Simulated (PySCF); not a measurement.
CN, multiplicity 2. Atoms are numbered in the order given.

```xyz
2

C      0.0000     0.0000    -0.6258
N      0.0000     0.0000     0.5364
```
Charge 0, spin multiplicity 2.

Geometry optimised at B3LYP-D3(BJ)/def2-TZVPD.

Method: B3LYP-D3(BJ)/def2-TZVPD in PySCF.

Harmonic, unscaled wavenumbers; measured fundamentals usually lie a few per cent lower.

Task: Give all harmonic wavenumbers and intensities. (The exact figures need the calculation; the answer reports its results.)

Result: 
```csv
mode,ν (cm⁻¹),IR (km/mol),moving atoms (share of kinetic energy)
1,2154,20.2,"C 54 %, N 46 %"
```
